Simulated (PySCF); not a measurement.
## Name the molecule from its bond curve

A diatomic of charge 0 contains O. Its doublet curve at PBE0 in a double-zeta basis (no relativity, PySCF), in eV from the separated fragments:

R (Å), E (eV) and a bar:
```
    1.288     -3.661 ##########################
    1.348     -4.767 ###########
    1.408     -5.376 ####
    1.453     -5.592 #
    1.498     -5.652 
    1.543     -5.592 #
    1.603     -5.372 ####
    1.678     -4.944 #########
    1.768     -4.300 #################
    1.887     -3.318 ##############################
```

The fit gives ωe = 1242 cm⁻¹ and the rotational constant Bₑ = 0.7141 cm⁻¹.

Problem. Which atom is the partner?

Solution. The minimum lies at 1.496 Å, so the reduced mass is 16.8576 u Å² cm⁻¹/(Bₑ·Re²) = 10.55 u. With O at 15.99 u the partner weighs about 31.0 u: P. The molecule is PO.

The state is the lowest determinant that a PBE0 search found; another state may lie lower at other levels.
